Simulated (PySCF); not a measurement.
# SiN2H6 (SMILES NN[SiH3]) at 6 levels

Wanted: a comparison of 6 runs (B3LYP/6-311+G**, M06-2X/6-311+G**, M06-L/6-311+G**, PBE/6-311+G**, TPSS/6-311+G**, CCSD(T)/6-311+G**) of SiN2H6. 

The results are computed with PySCF 2.14.0.

## 1. The structure to begin with

The species is SiN2H6 (9 atoms), meant as a singlet with charge 0. As SMILES, `NN[SiH3]`. Geometry: relaxed at PBE0-D4/def2-TZVP. This is one conformer, not always the lowest.

Bond lengths: N1–N2 1.407 Å, N2–Si3 1.714 Å, N1–H4 1.014 Å, N1–H5 1.013 Å, N2–H6 1.005 Å, Si3–H7 1.494 Å, Si3–H8 1.491 Å, Si3–H9 1.486 Å. Some angles: N1–N2–Si3 123.5°, N1–N2–H6 112.1°, Si3–N2–H6 123.5°, N2–N1–H4 110.8°, N2–N1–H5 110.1°, N2–Si3–H7 112.3°, N2–Si3–H8 110.9°, N2–Si3–H9 107.1°, H4–N1–H5 108.5°, H7–Si3–H8 106.4°.

## 2. The energy at B3LYP/6-311+G(d,p) (run 1)

File calc.py:

```python
# NN[SiH3]
from pyscf import gto, dft

molecule = gto.Mole()
molecule.atom = '''
N     -1.055979     1.747997    -2.273530
N     -0.539517     1.338304     0.301789
Si     0.771764    -1.391972     1.450365
H      0.506258     1.438648    -3.340091
H     -2.438692     0.562382    -2.864069
H     -0.713372     2.927753     1.326210
H      3.267714    -1.965315     0.263806
H     -0.887793    -3.604275     0.915572
H      1.089427    -1.053144     4.219758
'''
molecule.max_memory = 1860
molecule.spin = 0
molecule.unit = 'bohr'
molecule.basis = '6-311+g**'
molecule.verbose = 3
molecule.build()

mf = dft.RKS(molecule, xc='b3lyp')
mf.grids.level = 5
mf.conv_tol = 1e-10
mf.kernel()
if not mf.converged:
    mf = mf.newton().run(mf.mo_coeff, mf.mo_occ)

e_final = mf.e_tot
print('E = %.10f Eh' % e_final)
```

Command:

```bash
$ OMP_NUM_THREADS=1 python calc.py
```

The program printed:

```text
converged SCF energy = -402.645516535133
E = -402.6455165351 Eh
```

Wall time 27 s (1 thread of Intel Xeon at 2.70GHz, shared host); peak memory 0.58 GiB.

## 3. The energy at M06-2X/6-311+G(d,p) (run 2)

File input.py:

```python
from pyscf import gto, dft

mol = gto.M(
    atom=[
    ('N', (-0.558800, 0.925000, -1.203100)),
    ('N', (-0.285500, 0.708200, 0.159700)),
    ('Si', (0.408400, -0.736600, 0.767500)),
    ('H', (0.267900, 0.761300, -1.767500)),
    ('H', (-1.290500, 0.297600, -1.515600)),
    ('H', (-0.377500, 1.549300, 0.701800)),
    ('H', (1.729200, -1.040000, 0.139600)),
    ('H', (-0.469800, -1.907300, 0.484500)),
    ('H', (0.576500, -0.557300, 2.233000)),
],
    verbose=3,
    max_memory=1860,
    spin=0,
    charge=0,
    basis='6-311+g**',
)

mf = dft.RKS(mol, xc='m06-2x')
mf.conv_tol = 1e-10
mf.grids.level = 5
mf.kernel()
if not mf.converged:
    mf = mf.newton().run(mf.mo_coeff, mf.mo_occ)

e_tot = mf.e_tot
print(f'total energy: {e_tot:.8f} hartree')
```

Command:

```bash
$ OMP_NUM_THREADS=1 python input.py
```

The program printed:

```text
converged SCF energy = -402.540501302733
total energy: -402.54050130 hartree
```

It took 40 s on 1 thread of Intel Xeon at 2.70GHz, shared host; peak memory 0.62 GiB.

## 4. A single-point energy at M06-L/6-311+G(d,p) (run 3)

File calc.py:

```python
from pyscf import gto, dft

molecule = gto.M(
    atom='''
N     -0.558800     0.925000    -1.203100
N     -0.285500     0.708200     0.159700
Si     0.408400    -0.736600     0.767500
H      0.267900     0.761300    -1.767500
H     -1.290500     0.297600    -1.515600
H     -0.377500     1.549300     0.701800
H      1.729200    -1.040000     0.139600
H     -0.469800    -1.907300     0.484500
H      0.576500    -0.557300     2.233000
''',
    spin=0,
    basis='6-311+g**',
    max_memory=1860,
    verbose=3,
)

myscf = dft.RKS(molecule)
myscf.xc = 'm06-l'
myscf.conv_tol = 1e-10
myscf.grids.level = 5
myscf.kernel()
if not myscf.converged:
    myscf = myscf.newton().run(myscf.mo_coeff, myscf.mo_occ)

e_tot = myscf.e_tot
print(f'total energy: {e_tot:.8f} hartree')
```

Command:

```bash
$ OMP_NUM_THREADS=1 python calc.py
```

The program printed:

```text
converged SCF energy = -402.60010890259
total energy: -402.60010890 hartree
```

It took 43 s on 1 thread of Intel Xeon at 2.70GHz, shared host; peak memory 0.62 GiB.

Runs 4 to 5 aren't shown in full; the table further down has their settings and results.

## 5. The energy at CCSD(T)/6-311+G(d,p) (run 6)

File input.py:

```python
from pyscf import gto, cc

mol = gto.Mole()
mol.atom = '''
N   -0.558800   0.925000  -1.203100
N   -0.285500   0.708200   0.159700
Si   0.408400  -0.736600   0.767500
H    0.267900   0.761300  -1.767500
H   -1.290500   0.297600  -1.515600
H   -0.377500   1.549300   0.701800
H    1.729200  -1.040000   0.139600
H   -0.469800  -1.907300   0.484500
H    0.576500  -0.557300   2.233000
'''
mol.verbose = 3
mol.max_memory = 1860
mol.basis = '6-311+g**'
mol.spin = 0
mol.build()

mf = mol.RHF()
mf.conv_tol = 1e-10
mf.kernel()
if not mf.converged:
    mf = mf.newton().run(mf.mo_coeff, mf.mo_occ)

mycc = cc.CCSD(mf, frozen=7)
mycc.kernel()
e_t = mycc.ccsd_t()
e_tot = mycc.e_tot + e_t
print('E = %.10f Eh' % e_tot)
```

Command:

```bash
$ OMP_NUM_THREADS=1 python input.py
```

The program printed:

```text
converged SCF energy = -401.334230871851
E(CCSD) = -401.8485408020768  E_corr = -0.5143099302262185
CCSD(T) correction = -0.0154636543346692
E = -401.8640044564 Eh
```

Wall time 53 s (1 thread of Intel Xeon at 2.70GHz, shared host); peak memory 0.84 GiB.

## 6. Overview of the runs

```tsv
run	level	integration grid	frozen core orbitals	energy (Eh)	dipole moment (D) of the reference	HOMO energy (eV)	LUMO energy (eV)	wall time
1	B3LYP/6-311+G**	5	–	-402.645517	0.50	-6.84	-0.33	27 s
2	M06-2X/6-311+G**	5	–	-402.540501	0.59	-8.39	0.22	40 s
3	M06-L/6-311+G**	5	–	-402.600109	0.46	-5.87	-0.14	43 s
4	PBE/6-311+G**	5	–	-402.325671	0.45	-5.68	-0.79	25 s
5	TPSS/6-311+G**	5	–	-402.659640	0.46	-5.77	-0.58	44 s
6	CCSD(T)/6-311+G**	–	7	-401.864004	0.59	-10.47	1.74	53 s
```

## 7. Summary of results

```
                                          quantity          value
                               run 6: total energy  -401.86400 Eh
       run 6: dipole moment (Hartree–Fock density)         0.59 D
        run 6: HOMO energy (Hartree–Fock orbitals)      -10.47 eV
        run 6: LUMO energy (Hartree–Fock orbitals)        1.74 eV
      run 6: HOMO–LUMO gap (Hartree–Fock orbitals)       12.21 eV
run 6: correlation energy (7 core orbitals frozen)     -529.8 mEh
                             run 6: (T) correction     -15.46 mEh
                              run 6: T1 diagnostic          0.011
```

Over runs 1, 2, 3, 4, 5 the dipole moment (its size) runs from 0.45 D (PBE/6-311+G**) to 0.59 D (M06-2X/6-311+G**). Over runs 1, 2, 3, 4, 5 the HOMO–LUMO gap runs from 4.88 eV (PBE/6-311+G**) to 8.61 eV (M06-2X/6-311+G**). Totals of different functionals can't be ranked against each other. All runs together took 3.9 min, the longest 53 s.
